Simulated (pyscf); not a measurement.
Optimised with ωB97X-D3(BJ)/def2-SVP in PySCF.

### Question
For H₃Si–PH₂ + PH₃ → H₃Si–PH–PH₂ + hydrogen (H₂), a four-centre exchange (singlet surface; H–P, H–P broken, P–P, H–H formed), PBE/def2-TZVP gives ΔE‡ = 2.64 eV and ΔE = +0.10 eV (zero: the separated reactants). In which direction and how far do B3LYP-D3(BJ)/def2-TZVP, PBE0-D3(BJ)/def2-TZVP, ωB97M-D3(BJ)/def2-TZVP move these?

### Answer
B3LYP-D3(BJ): ΔE‡ = 2.95 eV, ΔE = +0.10 eV; PBE0-D3(BJ): ΔE‡ = 2.89 eV, ΔE = +0.06 eV; ωB97M-D3(BJ): ΔE‡ = 3.21 eV, ΔE = +0.16 eV. PBE's barrier lies under all of them, by 0.25 to 0.57 eV. Its reaction energy lies among theirs. Low barriers are usual for a GGA, whose delocalisation error favours stretched bonds. From the product side, H₃Si–PH• + PH₂• + H₂ lies, by one bond made or cut, 0.32 eV under this saddle at ωB97M-D3(BJ)/def2-TZVP. One saddle was located; it need not be the lowest between these sides.
